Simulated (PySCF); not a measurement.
Species: C3H4F2O.
SMILES with atom numbers: `[F:1]/[CH:2]=[CH:3]/[O:4][CH2:5][F:6]` (hydrogens: H7 on C2; H8 on C3; H9, H10 on C5)

Torsions of this conformer, `[F:1]/[CH:2]=[CH:3]/[O:4][CH2:5][F:6]`: C2–C3–O4–C5 1°, C3–O4–C5–F6 178°.

The closed-shell ground state was solved at several levels (PySCF, density fitting, gas phase, non-relativistic). Geometry: PBE0-D3(BJ)/def2-SVP, one conformer, isolated molecule.

```json
{"level": "PBE0/pcSseg-1", "basis functions": "122", "total energy (Eh)": "-391.1343", "HOMO (eV)": "-7.01", "LUMO (eV)": "0.57", "gap (eV)": "7.58", "dipole (D)": "1.36"}
{"level": "CAM-B3LYP/pcSseg-2", "basis functions": "272", "total energy (Eh)": "-391.6183", "HOMO (eV)": "-8.43", "LUMO (eV)": "1.15", "gap (eV)": "9.58", "dipole (D)": "1.29"}
{"level": "CAM-B3LYP/def2-SVPD", "basis functions": "161", "total energy (Eh)": "-391.1802", "HOMO (eV)": "-8.50", "LUMO (eV)": "1.16", "gap (eV)": "9.66", "dipole (D)": "1.29"}
```

Q: What might B3LYP/pcJ-1 (202 basis functions) give for the same quantities?

A: Total energy -391.5860 Eh, HOMO -6.78 eV, LUMO 0.30 eV, gap 7.08 eV, dipole 1.33 D.

Q: Over all these levels, which gives the widest orbital gap and which the narrowest?

A: CAM-B3LYP/def2-SVPD (range-separated hybrid) has the widest, 9.66 eV, and B3LYP/pcJ-1 (global hybrid, 20 % exact exchange) the narrowest, 7.08 eV. Functional and basis both differ between the two, so the spread mixes both effects.

Q: How far do the dipole and the HOMO energy spread over the levels?

A: The dipole runs from 1.29 to 1.36 D (mean 1.32 D) and the HOMO from -8.50 to -6.78 eV.
